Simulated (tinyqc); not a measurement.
LCCD on RHF in the sto-3g basis, frozen core, for H2O, spin multiplicity 1, step by step. One step of it, computed by the program tinyqc.

Problem. Iteration 8 (converged): orbitals. Diagonalise F' = X^T F X, C = X C', fill 5 alpha and 5 beta electrons from the bottom; D = 2 C_occ C_occ^T. Each column has its largest component positive (the first on a tie).

converged F (hartree):
```
             1O 1s      1O 2s     1O 2px     1O 2py     1O 2pz      2H 1s      3H 1s
1O 1s   -20.236292  -5.164000   0.000000   0.000000  -0.030139  -1.238141  -1.238141
1O 2s    -5.164000  -2.454369   0.000000   0.000000  -0.138726  -1.052825  -1.052825
1O 2px    0.000000   0.000000  -0.395134   0.000000   0.000000   0.000000   0.000000
1O 2py    0.000000   0.000000   0.000000  -0.326500   0.000000  -0.390554   0.390554
1O 2pz   -0.030139  -0.138726   0.000000   0.000000  -0.365802  -0.388223  -0.388223
2H 1s    -1.238141  -1.052825   0.000000  -0.390554  -0.388223  -0.603439  -0.430678
3H 1s    -1.238141  -1.052825   0.000000   0.390554  -0.388223  -0.430678  -0.603439
```

X:
```
            1O 1s      1O 2s    1O 2px     1O 2py     1O 2pz      2H 1s      3H 1s
1O 1s    1.024251  -0.144078  0.000000   0.000000  -0.010965   0.022157   0.022157
1O 2s   -0.144078   1.258633  0.000000   0.000000   0.121881  -0.304097  -0.304097
1O 2px   0.000000   0.000000  1.000000   0.000000   0.000000   0.000000   0.000000
1O 2py   0.000000   0.000000  0.000000   1.113870   0.000000  -0.234487   0.234487
1O 2pz  -0.010965   0.121881  0.000000   0.000000   1.062759  -0.157097  -0.157097
2H 1s    0.022157  -0.304097  0.000000  -0.234487  -0.157097   1.223459  -0.101242
3H 1s    0.022157  -0.304097  0.000000   0.234487  -0.157097  -0.101242   1.223459
```

Give: F' = X^T F X; orbital energies; coefficients C; D after iteration 8.

Solution.

F' = X^T F X (hartree):
```
         1       2       3       4       5       6       7
1  -19.856  -2.695   0.000   0.000  -0.056  -0.199  -0.199
2   -2.695  -1.221   0.000   0.000   0.120  -0.530  -0.530
3    0.000   0.000  -0.395   0.000   0.000   0.000   0.000
4    0.000   0.000   0.000  -0.016   0.000  -0.480   0.480
5   -0.056   0.120   0.000   0.000  -0.193  -0.348  -0.348
6   -0.199  -0.530   0.000  -0.480  -0.348   0.026  -0.120
7   -0.199  -0.530   0.000   0.480  -0.348  -0.120   0.026
```

orbital energies (hartree): MO1 -20.245, MO2 -1.281, MO3 -0.619, MO4 -0.464, MO5 -0.395, MO6 0.627, MO7 0.749

coefficients C:
```
           MO1     MO2     MO3     MO4    MO5     MO6     MO7
1O 1s    0.994  -0.232   0.000   0.107  0.000  -0.133   0.000
1O 2s    0.027   0.827   0.000  -0.554  0.000   0.902   0.000
1O 2px   0.000   0.000   0.000   0.000  1.000   0.000   0.000
1O 2py   0.000   0.000   0.613   0.000  0.000   0.000   0.987
1O 2pz   0.005   0.139   0.000   0.768  0.000   0.765   0.000
2H 1s   -0.006   0.159   0.446   0.276  0.000  -0.804  -0.856
3H 1s   -0.006   0.159  -0.446   0.276  0.000  -0.804   0.856
```

D after iteration 8:
```
         1O 1s   1O 2s  1O 2px  1O 2py  1O 2pz   2H 1s   3H 1s
1O 1s    2.107  -0.448   0.000   0.000   0.108  -0.027  -0.027
1O 2s   -0.448   1.983   0.000   0.000  -0.620  -0.043  -0.043
1O 2px   0.000   0.000   2.000   0.000   0.000   0.000   0.000
1O 2py   0.000   0.000   0.000   0.751   0.000   0.547  -0.547
1O 2pz   0.108  -0.620   0.000   0.000   1.217   0.468   0.468
2H 1s   -0.027  -0.043   0.000   0.547   0.468   0.602  -0.196
3H 1s   -0.027  -0.043   0.000  -0.547   0.468  -0.196   0.602
```
